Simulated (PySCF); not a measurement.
Compound: 1,4,5,8-tetraazanaphthalene, C6H4N4.
Atom-mapped SMILES: `[cH:1]1[cH:2][n:3][c:4]2[n:5][cH:6][cH:7][n:8][c:9]2[n:10]1`

Geometry (PBE0-D3(BJ)/def2-TZVP, Å), atoms numbered from 1 in this order:
```
atom  x, y, z in Å
C1    -2.1958   -0.5887   -0.6451
C2    -2.0764   -0.8492    0.7419
N3    -0.9768   -0.6284    1.4069
C4     0.0564   -0.1316    0.6948
N5     1.2083    0.1045    1.3570
C6     2.1882    0.5877    0.6453
C7     2.0673    0.8554   -0.7403
N8     0.9677    0.6354   -1.4056
C9    -0.0642    0.1333   -0.6950
N10   -1.2155   -0.1065   -1.3570
H11   -3.1340   -0.7914   -1.1556
H12   -2.9236   -1.2497    1.2928
H13    3.1278    0.7851    1.1549
H14    2.9132    1.2609   -1.2896
```

Definitions: NICS(0) = −σiso at the ring centroid; NICS(1) = −σiso and NICS(1)zz = −σzz at ±1 Å along the ring normal z. Level: GIAO PBE0/pcSseg-2 (PySCF, non-relativistic, gas phase) on the PBE0-D3(BJ)/def2-TZVP geometry, one conformer.

Ring bond lengths (Å), with Mayer bond orders in brackets: C1–C2 1.416 (1.16), C2–N3 1.304 (1.67), N3–C4 1.350 (1.35), C4–C9 1.420 (1.18), C9–N10 1.350 (1.35), N10–C1 1.304 (1.67); C4–N5 1.350 (1.35), N5–C6 1.304 (1.67), C6–C7 1.416 (1.16), C7–N8 1.304 (1.67), N8–C9 1.350 (1.35), C9–C4 1.420 (1.18).

**Question.** What do the NICS probes read (ppm)?

**Answer.** 
| ring | type | NICS(0) | NICS(1), two faces | NICS(1)zz, two faces | rms pucker (Å) | centre to ring atoms, mean (Å) |
| --- | --- | --- | --- | --- | --- | --- |
| C1–C2–N3–C4–C9–N10 | 6-membered ring with 2 N; formal bonds all aromatic | -6.6 | -10.7 / -10.7 | -29.3 / -29.3 | 0.00 | 1.36 |
| C4–N5–C6–C7–N8–C9 | 6-membered ring with 2 N; formal bonds all aromatic | -6.5 | -10.7 / -10.7 | -29.3 / -29.3 | 0.00 | 1.36 |

**Question.** What do they say, and how far can they be read as aromaticity?

**Answer.** 
- C1–C2–N3–C4–C9–N10: mean NICS(1)zz -29.3 ppm, shielded. For a flat ring without four-coordinate atoms the NICS criterion counts such a value as aromatic, though in fused rings the probe also feels the neighbouring ring.
- C4–N5–C6–C7–N8–C9: mean NICS(1)zz -29.3 ppm, shielded. The ring is flat and has no four-coordinate atom; by the NICS criterion it is aromatic, though in fused rings the probe also feels the neighbouring ring.

**Question.** And the bond-length index? HOMA = 1 − mean of α(R − Ropt)² over the ring bonds, with Krygowski's 1993 parameters (CC: Ropt 1.388 Å, α 257.7 Å⁻²; CN: Ropt 1.334 Å, α 93.52 Å⁻²).

**Answer.** 
- C1–C2–N3–C4–C9–N10: HOMA 0.89; the largest term is that of C4–C9, α(R − Ropt)² = 0.26. The geometric and the magnetic index point the same way.
- C4–N5–C6–C7–N8–C9: HOMA 0.89; the largest term is that of C9–C4, α(R − Ropt)² = 0.26. The geometric and the magnetic index point the same way.

**Question.** At the first NICS(1) probe listed for ring C4–N5–C6–C7–N8–C9, 1 Å off the ring, what do the in-plane components average?

**Answer.** The isotropic value is a third of the trace: (3 × -10.7 − (-29.3))/2 = -1.4 ppm.

**Question.** Give the inner angles of the rings and the Hirshfeld charges of the ring atoms.

**Answer.** 
- C1–C2–N3–C4–C9–N10: C1 122.6° (+0.030 e), C2 122.6° (+0.030 e), N3 116.0° (-0.139 e), C4 121.3° (+0.087 e), C9 121.3° (+0.087 e), N10 116.1° (-0.139 e); sum 720.0° against 720° for a flat convex ring.
- C4–N5–C6–C7–N8–C9: C4 121.3° (+0.087 e), N5 116.0° (-0.139 e), C6 122.7° (+0.030 e), C7 122.6° (+0.030 e), N8 116.0° (-0.139 e), C9 121.3° (+0.087 e); sum 720.0° against 720° for a flat convex ring.

**Question.** What are the shieldings of the ring atoms and their hydrogens in the same run (means over atoms taken as equivalent)?

**Answer.** 
```csv
atoms,environment,σ isotropic (ppm),"principal values of the symmetric part, first atom (ppm)"
C1 (×4),aromatic CH next to a ring nitrogen,27.7,"-82.8, 24.7, 141.3"
N3 (×4),pyridine-type nitrogen,-130.6,"-472.7, -181.0, 261.9"
C4 (×2),ring-fusion aromatic carbon,28.5,"-34.8, -27.2, 147.6"
H11 (×4),aromatic hydrogen,22.08,"18.3, 21.8, 26.2"
```

Time: 2.7 min wall, 5.6 min CPU; peak memory 2.8 GiB. Hardware: 2 threads, AMD EPYC (x86_64), on a shared host. This is the whole shielding run at PBE0/pcSseg-2, SCF included.
